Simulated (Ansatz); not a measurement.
**Silver, fcc: convergence with cold smearing**

Computed with Ansatz, PBE, scalar-relativistic PAW, on the relaxed cell (a = 4.147 Å; spin not included). Errors count from a run at 420 eV on a Γ-centred 21×21×21 mesh with Fermi-Dirac smearing of 0.1 eV, extrapolated to zero width. Fixed here: cutoff 420 eV, mesh 13×13×13. The SCF starts from atomic densities corrected by a trained network.

| width (eV) | E(σ→0) error (meV/atom) | F error (meV/atom) | P (GPa) | SCF iterations |
| --- | --- | --- | --- | --- |
| 0.01 | 0.5 | 0.5 | -0.14 | 5 |
| 0.03 | 0.5 | 0.5 | -0.17 | 4 |
| 0.2 | -0.2 | -1.1 | -0.05 | 4 |
| 0.3 | -1.0 | -2.5 | -0.01 | 4 |
| 0.6 | -5.2 | -5.3 | 0.01 | 3 |
| 1.0 | -6.0 | -5.3 | 0.11 | 4 |

**Question.** What does the run at 0.1 give (width)?

**Answer.** E(σ→0) error (meV/atom): 0.4; F error (meV/atom): 0.1; P (GPa): -0.16; SCF iterations: 4.
